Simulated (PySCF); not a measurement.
The scaffold formyl-X carries different groups X. All species are isolated molecules in the gas phase. One relaxed conformer stands for each flexible species; it need not be the lowest. Strings in code marks are SMILES.

The four lowest singlet excitations (Tamm–Dancoff). Calculation: PySCF with B3LYP-D3(BJ)/def2-TZVP. B3LYP has the VWN-RPA correlation part, as in Gaussian. Excitations are Tamm–Dancoff values on a coarser integration grid. The basis has no diffuse functions, so Rydberg states are missing or too high.

```json
[
 {"state": "S1", "energy (eV)": "3.21", "wavelength (nm)": "386", "oscillator strength": "0.000"},
 {"state": "S2", "energy (eV)": "4.79", "wavelength (nm)": "259", "oscillator strength": "0.000"},
 {"state": "S3", "energy (eV)": "5.20", "wavelength (nm)": "238", "oscillator strength": "0.043"},
 {"state": "S4", "energy (eV)": "7.10", "wavelength (nm)": "175", "oscillator strength": "0.034"}
]
```

Task: Which member gives these states?
A. `NC(=O)C=O` (O–C–C–O torsion 180°)
B. `O=CS` (O–C–S–H torsion 0°)
C. `C=O`
D. `CNC=O` (C–N–C–O torsion 0°)

Result: A, `NC(=O)C=O` (O–C–C–O torsion 180°)
